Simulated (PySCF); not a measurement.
**[BH2]+: relaxation and vibrations of the singlet**

The task is one start of a wider search on [BH2]+: the singlet, from a linear start. It is relaxed, tested by its Hessian and followed downhill if it is a saddle.

Method: PBE0, basis B def2-TZVP, H def2-TZVP, no relativity, density fitting; program: PySCF 2.14.0.

## Step 1: The starting structure

3 atoms, charge 1, spin multiplicity 1.

Bond lengths: B1–H2 1.147 Å, B1–H3 1.147 Å. Angles: H2–B1–H3 180.0°.

```xyz
3
charge 1 multiplicity 1
B     0.0000    0.0000    0.0000
H     0.0000    0.0000    1.1466
H     0.0000    0.0000   -1.1466
```

## Step 2: Finding the electronic state

One driver script runs all steps and calls PySCF; scf.py shows how it sets up the SCF of each step. The optimiser is the driver's own. After this first run the driver tries any further starts and a stability analysis.

scf.py

```python
from pyscf import gto, scf, dft
mol = gto.M(atom='''
B      0.000000     0.000000     0.000000
H      0.000000     0.000000     1.146600
H      0.000000     0.000000    -1.146600''',
    basis={'B': 'def2-TZVP', 'H': 'def2-TZVP'},
    charge=1, spin=0)
mf = dft.RKS(mol, xc='PBE0')
mf.grids.atom_grid = (50, 194)
aux = {'B': 'def2-universal-JKFIT', 'H': 'def2-universal-JKFIT'}
mf = mf.density_fit(auxbasis=aux)
mf.conv_tol = 1e-08
mf.diis_space = 10
mf.max_cycle = 60
mf.init_guess = 'minao'
mf.verbose = 4
mf.kernel()
```

Command:

```console
$ OMP_NUM_THREADS=2 python axn.py task.json out
```

What it wrote:

```text
init E= -25.7539080872028
  HOMO = -0.426663930823741  LUMO = -0.115223579588185  gap/eV = 8.47472
cycle= 1 E= -25.5658379988294  delta_E= 0.188  |g|= 0.216  |ddm|= 0.998
  HOMO = -0.801346407300104  LUMO = -0.446118679427608  gap/eV = 9.66624
cycle= 2 E= -25.5843532416652  delta_E= -0.0185  |g|= 0.0852  |ddm|= 0.34
  HOMO = -0.766959429905222  LUMO = -0.400907546339913  gap/eV = 9.96078
cycle= 3 E= -25.5865364399323  delta_E= -0.00218  |g|= 0.0038  |ddm|= 0.0925
  HOMO = -0.763371512453901  LUMO = -0.398042844829341  gap/eV = 9.94110
cycle= 4 E= -25.5865400242347  delta_E= -3.58e-06  |g|= 0.000255  |ddm|= 0.00826
  HOMO = -0.763596018384137  LUMO = -0.398123065291906  gap/eV = 9.94503
cycle= 5 E= -25.5865400635145  delta_E= -3.93e-08  |g|= 2.8e-05  |ddm|= 0.000829
  HOMO = -0.763593804759767  LUMO = -0.398127301665778  gap/eV = 9.94485
cycle= 6 E= -25.5865400637682  delta_E= -2.54e-10  |g|= 1.48e-06  |ddm|= 5.97e-05
  HOMO = -0.763594692012372  LUMO = -0.398127412609837  gap/eV = 9.94487
Extra cycle  E= -25.586540063769  delta_E= -7.25e-13  |g|= 3.77e-07  |ddm|= 1.96e-06
converged SCF energy = -25.586540063769
```

This step, with its further starts and checks, ran for 0.5 s (2 threads of Arm Neoverse V2, shared host).

No lower closed-shell solution turned up in the test of internal stability.

## Step 3: Relaxing the singlet from the linear start

The program finds D∞h symmetry in the start, which this walk keeps. Threshold on the gradient: 0.0003 Eh/bohr, with a further test on the energy change.

scf.py: that of step 2 with these lines changed.

```diff
@@ -15 +14,0 @@
-mf.init_guess = 'minao'
```

Energy and gradient, step by step:

| step | energy (Eh) | change (kJ/mol) | largest symmetric gradient (Eh/bohr) |
| --- | --- | --- | --- |
| 0 | -25.586540 | 0.00 | 0.01799 |
| 1 | -25.587577 | -2.72 | 0.00334 |
| 2 | -25.587618 | -2.83 | 0.00026 |
| 3 | -25.587618 | -2.83 | 0.00000 |

The walk took 0.6 s.

It settles in D∞h symmetry, 2.8 kJ/mol below the start, after 3 steps: B–H 1.179 Å (×2); H–B–H 180.0°.

## Step 4: Vibrations and properties at this point

The point is checked on the finer grid, and tightened if its gradient asks for it. The Hessian and the dipole derivatives come from central differences of analytic gradients, with steps of 0.02 bohr.

scf.py: that of step 3 with these lines changed.

```diff
@@ -4,2 +4,2 @@
-H      0.000000     0.000000     1.146600
-H      0.000000     0.000000    -1.146600''',
+H     -0.000000     0.000000     1.179166
+H      0.000000    -0.000000    -1.179166''',
@@ -9 +9 @@
-mf.grids.atom_grid = (50, 194)
+mf.grids.atom_grid = (75, 302)
@@ -12 +12 @@
-mf.conv_tol = 1e-08
+mf.conv_tol = 1e-10
```

This SCF starts from the last density.

SCF at the final geometry:

```text
init E= -25.5876183413633
  HOMO = -0.753850999492318  LUMO = -0.396926207939272  gap/eV = 9.71242
cycle= 1 E= -25.5876183413636  delta_E= -3.48e-13  |g|= 4.41e-07  |ddm|= 1.61e-06
  HOMO = -0.75385085412168  LUMO = -0.39692596410206  gap/eV = 9.71242
Extra cycle  E= -25.5876183413637  delta_E= -7.82e-14  |g|= 1.71e-07  |ddm|= 6e-07
converged SCF energy = -25.5876183413637
```

The whole step took 1.9 s.

Geometry: D∞h; B–H 1.179 Å (×2); H–B–H 180.0°.

Harmonic modes (main isotopes):

| symmetry | ω (cm⁻¹) | IR (km/mol) |
| --- | --- | --- |
| πu | 991 | 66.8 |
| σg+ | 2658 | 0.0 |
| σu+ | 2946 | 41.2 |

No imaginary mode, so this is a minimum.

Properties at this point:

| Property | Result |
| --- | --- |
| Dipole moment about the centre of mass | 0.00 D |
| Highest occupied level | -20.51 eV |
| Lowest empty level | -10.80 eV |
| Rotational constants | 6.015 cm⁻¹ |
| Zero-point energy | 45.4 kJ/mol |
| Principal polarisabilities | 8.7, 8.7, 10.7 bohr³ |
| Principal traceless quadrupole moments about the centre of mass | -0.59, -0.59, 1.18 D Å |
| Entropy at 298.15 K and 1 bar | 173.7 J/(mol K) |
| Heat capacity Cp at 298.15 K | 32.3 J/(mol K) |
| Enthalpy at 298.15 K above 0 K | 8.88 kJ/mol |
| Rotational symmetry number | 2 |

Charges (e) and bond orders:

| atom | Mulliken | Löwdin | polar tensor | Mayer order to B1 |
| --- | --- | --- | --- | --- |
| B1 | 0.48 | 0.78 | 0.92 | – |
| H2,3 | 0.26 | 0.11 | 0.04 | 0.91 |

Mulliken populations on B1: s 3.38, p 1.11, d 0.03, f 0.00.

## Step 5: Summary of results

| quantity | value |
| --- | --- |
| minimum | singlet, D∞h |
| geometry | B–H 1.179 Å (×2); H–B–H 180.0° |
| wavenumbers (cm⁻¹) | 991 (πu), 2658 (σg+), 2946 (σu+) |
| dipole moment (centre of mass) | 0.00 D |
| highest occupied, lowest empty level | -20.51, -10.80 eV |
| polar-tensor charge of B1 | +0.92 e |
| zero-point energy | 45.4 kJ/mol |
| entropy at 298.15 K | 173.7 J/(mol K) |

In words: The molecule stays D∞h, as typed, and the end point is a minimum. In the infrared the band at 991 cm⁻¹ (πu, bend) leads. Other starts or spin states, not run here, may lie lower.

The search up to here took 3.1 s.
